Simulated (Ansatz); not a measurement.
## Ansatz (development build ahead of 0.2.0) run

```yaml
crystal:
  periodic: [false, false, false]
  atoms:
    - { symbol: "N", position_ang: [0.0, 0.0, 0.0] }
    - { symbol: H, position_ang: [0.54692, 0.54692, 0.54692] }
    - { symbol: H, position_ang: [0.54692, -0.54692, -0.54692] }
    - { symbol: H, position_ang: [-0.54692, 0.54692, -0.54692] }
    - { symbol: H, position_ang: [-0.54692, -0.54692, 0.54692] }
basis:
  gaussian: { orbitals: cc-pVDZ }
total_charge: 1
hamiltonian:
  xc: hf
correlation:
  method: mp2
  frozen_orbitals: { H: 0, "N": 1 }
```

The input is written out in the form of the current development build from the run's settings.

The run gave:

- Converged: yes
- Reference energy: -56.52650 hartree
- Correlation energy: -0.17862 hartree
- Total energy: -56.70511 hartree
- Spin squared of the determinant: 0.000
